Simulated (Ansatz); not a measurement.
Results of revPBE (plane waves, PAW; Ansatz, a first-principles code) for hcp Tl.

Numerical settings: plane-wave cutoff 520 eV, 18×18×10 k mesh (along the axes of the cell as run), Fermi–Dirac smearing 0.05 eV, scalar-relativistic PAW data made under PBE.

Response to compression and expansion:

Shape and atoms are relaxed at each volume.

| V (Å³/atom) | P (GPa) | c (Å) | a (Å) |
|---|---|---|---|
| 31.713 | 0.98 | 5.666 | 3.595 |
| 32.373 | 0.46 | 5.692 | 3.624 |
| 33.034 | 0.00 | 5.717 | 3.653 |
| 33.695 | -0.40 | 5.740 | 3.682 |
| 34.355 | -0.75 | 5.762 | 3.711 |

Note: the cell is over a tenth larger than the published one: the level's own overestimate first of all, though another phase or state, or a fault of the published cell, is possible; the bulk modulus comes from volumes at which shape and atoms were relaxed.
